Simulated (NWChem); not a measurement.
# TPSSh-D3(0)/6-31G(d,p) (spherical functions) run of SiH4 (SMILES [SiH4])

Aim: the energy change on altering one bond length of SiH4 at TPSSh-D3(0)/6-31G** (spherical functions), from 2 runs. 

The results are computed with NWChem 7.3.0.

2 further runs of the same task are left out: 2 that didn't finish.

## Step 1: The molecule

SiH4: 5 atoms, total charge 0, spin state singlet. As SMILES, `[SiH4]`. The shape is that of a PBE0-D4/def2-TZVP optimisation.

Bond lengths: Si1–H2 1.485 Å, Si1–H3 1.485 Å, Si1–H4 1.485 Å, Si1–H5 1.485 Å. Angles: H2–Si1–H3 109.5°, H2–Si1–H4 109.5°, H2–Si1–H5 109.5°, H3–Si1–H4 109.5°, H3–Si1–H5 109.5°, H4–Si1–H5 109.5°.

## Step 2: The energy at TPSSh-D3(0)/6-31G(d,p) (spherical functions)

Contents of run.py:

```python
from ase import Atoms
from ase.calculators.nwchem import NWChem

atoms = Atoms(['Si', 'H', 'H', 'H', 'H'], positions=[
    [-0.000000, 0.000000, -0.000100],
    [0.967600, -0.688400, 0.890900],
    [-1.331000, 0.044900, 0.656000],
    [-0.105100, -0.740300, -1.282600],
    [0.468500, 1.383800, -0.264200],
])

calc = NWChem(
    label='mymol',
    theory='dft',
    memory='2200 mb',
    basis='6-31G**',
    basispar='spherical',
    dft={'xc': 'xctpssh', 'mult': '1', 'disp': 'vdw 3', 'grid': 'medium', 'mulliken': None},
    task='energy',
)
atoms.calc = calc

print(f"energy = {atoms.get_potential_energy():.6f} eV")
print("dipole (e A):", atoms.get_dipole_moment().round(4))
```

Launch:

```bash
$ export ASE_NWCHEM_COMMAND="nwchem PREFIX.nwi > PREFIX.nwo"
$ python run.py
```

Standard output:

```text
energy = -7942.682586 eV
dipole (e A): [-0.     -0.     -0.0001]
```

The calculator wrote mymol.nwi:

```
title "mymol"

permanent_dir mymol

scratch_dir mymol

start mymol

geometry units angstrom nocenter noautosym noautoz
  Si -0.0000000000000000e+00 0.0000000000000000e+00 -1.0000000000000000e-04
  H  9.6760000000000002e-01 -6.8840000000000001e-01 8.9090000000000003e-01
  H  -1.3310000000000000e+00 4.4900000000000002e-02 6.5600000000000003e-01
  H  -1.0510000000000000e-01 -7.4029999999999996e-01 -1.2826000000000000e+00
  H  4.6850000000000003e-01 1.3837999999999999e+00 -2.6419999999999999e-01
end

memory 2200 mb

basis spherical noprint
   * library 6-31G**
end

dft
  xc xctpssh
  mult 1
  disp vdw 3
  grid medium
  mulliken
end

task dft energy
```

mymol.nwo:

```text
Northwest Computational Chemistry Package (NWChem) 7.3.0
             --------------------------------------------------------

           Job information
           ---------------

    nwchem branch   = 7.3.0
    use scalapack   = T
    input           = mymol.nwi
    prefix          = mymol.
    data base       = mymol/mymol.db
    status          = startup
    nproc           =        1

           Memory information
           ------------------

    heap     =     72089596 doubles =      550.0 Mbytes
    stack    =     72089601 doubles =      550.0 Mbytes
    global   =    144179200 doubles =     1100.0 Mbytes (distinct from heap & stack)
    total    =    288358397 doubles =     2200.0 Mbytes
    verify   = yes
    hardfail = no

           Directory information
           ---------------------

  0 permanent = mymol
  0 scratch   = mymol

[... 102 lines left out ...]
          Convergence on energy requested:  1.00D-06
[... 1 line left out ...]
          Convergence on gradient requested:  5.00D-04
[... 21 lines left out ...]
          Convergence Information
[... 2 lines left out ...]
          total energy or number of iterations.
[... 37 lines left out ...]
 1-e energy   =    -444.476152
[... 27 lines left out ...]
   convergence    iter        energy       DeltaE   RMS-Dens  Diis-err    time
[... 8 lines left out ...]
      One electron energy =     -445.668997460748
[... 1 line left out ...]
    Exchange-Corr. energy =      -22.412317628231
[... 8 lines left out ...]
                       DFT Final Molecular Orbital Analysis
[... 294 lines left out ...]
 center of mass
 --------------
 x =   0.00000000 y =  -0.00000000 z =  -0.00015922

 moments of inertia (a.u.)
 ------------------
          21.154105919743          -0.000928867946           0.000279283012
          -0.000928867946          21.152277335814          -0.000243508874
           0.000279283012          -0.000243508874          21.152111197950

     Multipole analysis of the density
     ---------------------------------

     L   x y z        total         alpha         beta         nuclear
     -   - - -        -----         -----         ----         -------
     0   0 0 0     -0.000000     -9.000000     -9.000000     18.000000

     1   1 0 0     -0.000007     -0.000003     -0.000003      0.000000
[... 8 lines of this table left out ...]
     2   0 0 2    -12.133938    -11.314476    -11.314476     10.495013

 Task  times  cpu:        1.7s     wall:        1.7s
 Total times  cpu:        1.7s     wall:        1.7s
```

It took 2.9 s on 1 thread of Intel Xeon at 2.60GHz (Ice Lake), shared host; peak memory 0.11 GiB.

## Step 3: The distorted shape

Contents of geom.nw:

```
start geom
title "H4Si energy"
memory total 2200 mb
charge 0
geometry noautosym nocenter
   zmatrix
     Si
     H 1 r2
     H 1 r3 2 a3
     H 1 r4 2 a4 3 d4
     H 1 r5 2 a5 3 d5
   variables
     r2 1.484596
     r3 1.484602
     a3 109.45802
     r4 1.633008
     a4 109.4747
     d4 -119.99887
     r5 1.484636
     a5 109.46862
     d5 119.99097
   end
end
basis "ao basis" spherical
   * library 6-31G**
end
dft
   xc xctpssh
   disp vdw 3
   grid medium
   mulliken
   print medium
end
task dft energy
```

Launch:

```bash
$ nwchem geom.nw > geom.out
```

Standard output:

```text
[...]
          Wavefunction type:  closed shell.
          No. of atoms     :     5
          No. of electrons :    18
[...]
          Charge           :     0
          Spin multiplicity:     1
[...]
          AO basis - number of functions:    38
[...]
              XC Information
              --------------
                  TPSS hybrid Method XC Functional
                     Hartree-Fock (Exact) Exchange  0.100
                  TPSS metaGGA Exchange Functional  0.900
             TPSS03 metaGGA Correlation Functional  1.000
[...]
 d= 0,ls=0.0,diis     1   -291.8707501875 -3.13D+02  8.00D-03  5.57D-02     0.5
[...]
 d= 0,ls=0.0,diis     6   -291.8818791790 -2.22D-08  1.12D-06  1.80D-09     2.0
         Total DFT energy =     -291.881879179005
      One electron energy =     -444.637382437058
           Coulomb energy =      154.347555098399
    Exchange-Corr. energy =      -22.376674043921
 Nuclear repulsion energy =       20.785385064188
    Dispersion correction =       -0.000762860613
[...]
      Total Density - Mulliken Population Analysis
     ---------------------------------------------
    Atom       Charge   Shell Charges
 -----------   ------   -------------------------------------------------------
    1 Si  14    13.62   2.00  2.00  5.97  0.98  1.90  0.26  0.39  0.12
    2 H    1     1.09   0.51  0.58  0.01
    3 H    1     1.09   0.51  0.58  0.01
    4 H    1     1.11   0.47  0.63  0.00
    5 H    1     1.09   0.51  0.58  0.01
[...]
```

Run time: 2.6 s. Hardware: 1 thread of Intel Xeon at 2.60GHz (Ice Lake), shared host; peak memory 0.12 GiB.

## Step 4: Outcome

Level: TPSSh-D3(0)/6-31G** (spherical functions).

| quantity | value |
| --- | --- |
| first shape: total energy | -291.88820 Eh |
| first shape: dipole moment | 0.00 D |
| first shape: HOMO energy | -9.27 eV |
| first shape: LUMO energy | 1.23 eV |
| first shape: HOMO–LUMO gap | 10.49 eV |
| first shape: dispersion energy | -1.98 kJ/mol |
| distorted shape: total energy | -291.88188 Eh |
| distorted shape: dipole moment | 0.24 D |
| distorted shape: HOMO energy | -8.91 eV |
| distorted shape: LUMO energy | 0.83 eV |
| distorted shape: HOMO–LUMO gap | 9.74 eV |
| distorted shape: dispersion energy | -2.00 kJ/mol |
| energy change with the Si1–H4 bond stretched from 1.485 to 1.633 Å | 0.172 eV |

What this shows: With the Si1–H4 bond stretched from 1.485 to 1.633 Å the energy rises by 0.17 eV (16.6 kJ/mol). The first shape isn't relaxed at this level, so the change isn't measured from a minimum. Mulliken charges (distorted shape) run from -0.11 on H4 to +0.38 on Si1.
